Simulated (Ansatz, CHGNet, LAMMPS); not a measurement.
# Ladder of methods for the equilibrium lattice constant a of fluorite CeO₂

Reference value: 5.391 Å (measured, 0 K, extrapolated to 0 K; as tabulated in Stimac et al. (2024), arXiv:2411.06536).

```
level (code)                                  value (Å)
--------------------------------------------  ---------
ionic model grimes2000 (shell model, LAMMPS)      5.410
CHGNet-r²SCAN                                     5.435
LDA (Ansatz)                                      5.358
PBE (Ansatz)                                          …
PBEsol (Ansatz)                                   5.398
PBEsol+SOC (Ansatz)                               5.397
RPBE (Ansatz)                                         …
PBE-D4 (Ansatz)                                       …
r²SCAN (Ansatz)                                   5.437
r²SCAN+SOC (Ansatz)                               5.436
r²SCAN+rVV10 (Ansatz)                                 …
HSE06 (Ansatz)                                    5.394
```

### Question
What belongs in the gaps?

### Answer

- PBE (Ansatz, a program for electronic structure), value (Å): 5.464
- RPBE (Ansatz), value (Å): 5.506
- PBE-D4 (Ansatz), value (Å): 5.430
- r²SCAN+rVV10 (Ansatz), value (Å): 5.422

Differences against the reference: ionic model grimes2000 +0.35 %, CHGNet-r²SCAN +0.82 %, LDA -0.61 %, PBE +1.35 %, PBEsol +0.13 %, PBEsol+SOC +0.11 %, RPBE +2.13 %, PBE-D4 +0.72 %, r²SCAN +0.85 %, r²SCAN+SOC +0.83 %, r²SCAN+rVV10 +0.58 %, HSE06 +0.06 %.

Once the reference is moved by up to 0.33 % (a margin picked here for doubts on the reference and the settings, and for temperature and zero-point motion) and values within 0.10 % count as equal, the nearest can be HSE06 (+0.06 %), PBEsol+SOC (+0.11 %), PBEsol (+0.13 %), ionic model grimes2000 (+0.35 %) or LDA (-0.61 %). Among them RPBE (+2.13 %) misses by most.

The measured value isn't corrected to a static lattice, so vibrations enter the comparison. A static lattice is as a rule a little smaller than the measured one. The crystal itself was run without spin with LDA, PBE, PBEsol, RPBE, PBE-D4, r²SCAN, r²SCAN+rVV10, HSE06; a magnetic state was not tried in these runs. Cutoffs and k meshes differ between the levels. Ansatz's density-functional and Hartree–Fock values are scalar-relativistic unless marked +SOC, with PAW data made under PBE.

Empirical potentials (ionic model grimes2000) are fitted to chosen data: where that held the value shown, agreement is built in, and what lay outside the fit can be far off. Machine-learned potentials (CHGNet-r²SCAN) are trained on DFT data: a solid inside that data is no test of them.

Differences are worked out from the printed values.
